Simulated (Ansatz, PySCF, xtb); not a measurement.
Bonds broken one at a time in the series Si F-OH. Gas-phase values, no solvent. One relaxed conformer stands for each flexible species; it need not be the lowest. Strings in code marks are SMILES.

Quantity: homolytic bond dissociation enthalpy at 298 K (no spin–orbit term), in kJ/mol. Thermal and zero-point terms are GFN2-xTB rigid-rotor harmonic values (xtb).

Level 1: B3LYP/6-31G* // PBE0-D3(BJ)/def2-TZVP (PySCF)
Level 2: PBE/6-31G* // PBE0-D3(BJ)/def2-TZVP (PySCF)
Level 3: HF/3-21G // PBE0-D3(BJ)/def2-TZVP (PySCF)
Level 4: HF/cc-pVTZ // PBE0-D3(BJ)/def2-TZVP (Ansatz, a quantum-chemistry and plane-wave program)

| species | level 1 | level 2 | level 3 | level 4 |
|---|---|---|---|---|
| O–Si bond of `O[Si](F)(F)F`, giving `F[Si](F)F` and `[OH]` | … | … | 449.4 | … |
| Si–F bond of `O[Si](O)(O)F`, giving `O[Si](O)O` and `[F]` | 666.1 | 672.8 | 500.2 | 532.3 |
| O–Si bond of `O[Si](O)(O)O`, giving `O[Si](O)O` and `[OH]` | 547.2 | 552.2 | … | 442.5 |
| F–Si bond of `F[Si](F)(F)F`, giving `F[Si](F)F` and `[F]` | 662.9 | 671.2 | 478.5 | 521.4 |

### Question
Fill in the missing entries.

### Answer

- O–Si bond of `O[Si](F)(F)F`, giving `F[Si](F)F` and `[OH]`, level 1: 551.3
- O–Si bond of `O[Si](F)(F)F`, giving `F[Si](F)F` and `[OH]`, level 2: 556.4
- O–Si bond of `O[Si](F)(F)F`, giving `F[Si](F)F` and `[OH]`, level 4: 445.3
- O–Si bond of `O[Si](O)(O)O`, giving `O[Si](O)O` and `[OH]`, level 3: 454.4
